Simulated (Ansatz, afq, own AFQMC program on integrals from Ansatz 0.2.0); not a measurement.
AFQMC on a folder of integrals that Ansatz 0.2.0 wrote.

```yaml
crystal:
  periodic: [false, false, false]
  atoms:
    - {symbol: P, position_ang: [-0.131922, 0.000000, 1.106074]}
    - {symbol: P, position_ang: [0.131922, 0.000000, -1.106074]}
    - {symbol: H, position_ang: [0.834303, -1.022760, 1.311716]}
    - {symbol: H, position_ang: [0.834305, 1.022759, 1.311716]}
    - {symbol: H, position_ang: [-0.834305, -1.022759, -1.311716]}
    - {symbol: H, position_ang: [-0.834303, 1.022760, -1.311716]}
basis:
  gaussian: {orbitals: cc-pVDZ}
magnetization: {spin_polarized: false}
correlation: {method: ccsd_t, electrons: outside_noble_gas, hamiltonian_folder: ham}
```

```sh
$ ansatz run in.yaml --threads 1 --pin off --events-out ev --progress --plain --max-ram 1843MiB
```

afq runs on the folder ham with

```
--method phaseless --trial hf --walkers 120 --populations 1 --least-time 40 --time-step 0.005 --steps-per-block 20 --equilibration-blocks 112 --max-blocks 600 --target-error 0.00135 --factor-cut 1e-05 --seed 5221 --taylor-order 6
```

Times are imaginary, in 1/Eh. The walk had a cap of 1135 s.

afq prints:

```
orbitals 46  electrons 7 7  factors 360 of 556
reference energy -683.79310049 Eh
CCSD correlation -0.29639768 Eh in 10 cycles, weight of the determinant in the CISD state 0.8497
energy of the start -683.793101 Eh
 block  time / (1/Eh)  mean weight  energy / Eh
     1     0.100  1.0003  -683.849653
     2     0.200  1.0010  -683.889006
     3     0.300  1.0013  -683.934941
     4     0.400  0.9998  -683.963738
     5     0.500  1.0017  -683.990846
     8     0.800  1.0012  -684.030353
    18     1.800  1.0010  -684.090560
    69     6.900  1.0004  -684.108725
   120    12.000  1.0013  -684.113840
   154    15.400  0.9991  -684.163112
   171    17.100  1.0007  -684.109509
   222    22.200  0.9995  -684.086840
   273    27.300  1.0000  -684.103703
   324    32.400  0.9982  -684.077936
   375    37.500  0.9999  -684.105728
   426    42.600  0.9991  -684.095677
   477    47.700  1.0002  -684.094283
   528    52.800  1.0002  -684.098439
   579    57.900  1.0006  -684.083563
   630    63.000  1.0020  -684.061926
   681    68.100  1.0004  -684.099299
   698    69.800  1.0000  -684.106654
blocks merged  error / Eh  count
     1  0.000674  600
     2  0.000911  300
     4  0.001193  150
     8  0.001564  75
    16  0.001848  37
    32  0.002199  18
    64  0.002495  9
energy -684.097235 +/- 0.002199 Eh
(rows thinned)
```

The run passed its tests (sampling time, drift between the halves within three errors, error under three times the target), which doesn't prove that it has relaxed.

Against this walk (error 59.8 meV) on the same determinant: CCSD(T) 24.7 meV lower (within the noise), CCSDT(Q) 68.6 meV lower (within the noise), a separate phaseless walk with a CISD trial and standard settings 55.3 ± 61.6 meV lower (within the noise). The error is statistical and leaves out the bias of the constraint.

Cautions: constraint bias not in the error; error above the target (59.8 against 36.7 meV).

The walk took 5.9 min on 1 thread of Intel(R) Xeon(R) Platinum 8375C CPU @ 2.90GHz (Ice Lake) (shared host). The log's last line is the phaseless energy.

CCSDT and higher add their correlation energy to the determinant of the CCSD(T) run, since their own runs factorise the integrals more tightly (a shift of under 2 meV). A walk keeps the symmetry of its determinant, which the program's search chose and which needn't be the lowest solution, so a lower state of the same spin and another symmetry isn't excluded.
